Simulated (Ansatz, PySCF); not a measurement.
Pair of molecules: H2O (SMILES O) (first 3 atoms) with H2O (SMILES O); geometry from A24 set.
(charge 0, multiplicity 1):
```
atom    x (Å)    y (Å)    z (Å)
----  -------  -------  -------
O     -0.0670   0.0000   1.4944
H      0.8157   0.0000   1.8659
H      0.0689   0.0000   0.5391
O      0.0625   0.0000  -1.4226
H     -0.4070  -0.7602  -1.7717
H     -0.4070   0.7602  -1.7717
```

Basis-set superposition error: the interaction energy with monomers in their own basis, and in the dimer's basis (counterpoise).

Programs: Ansatz (a first-principles code) with Gaussian orbitals; PySCF for M06-2X. 

```csv
level,uncorrected (kcal/mol),counterpoise (kcal/mol),difference
PBE/def2-TZVPPD,-4.95,-4.92,0.03
BLYP/def2-TZVPPD,-4.04,-4.01,0.04
revPBE/def2-TZVPPD,-3.41,-3.38,0.03
r2SCAN/def2-TZVPPD,-5.14,-5.11,0.03
M06-2X/def2-TZVPPD,-5.10,-5.06,0.04
CAM-B3LYP/def2-TZVPPD,-5.23,-5.19,0.03
wB97X-V/def2-TZVPPD,-5.02,-4.99,0.03
wB97M-V/def2-TZVPPD,-5.00,-4.97,0.03
B2PLYP/def2-TZVPPD,-4.81,-4.67,0.14
MP2/aug-cc-pVDZ,-5.24,-4.41,0.83
```

The error is largest for MP2/aug-cc-pVDZ (0.83 kcal/mol) and smallest for r2SCAN/def2-TZVPPD (0.03 kcal/mol).
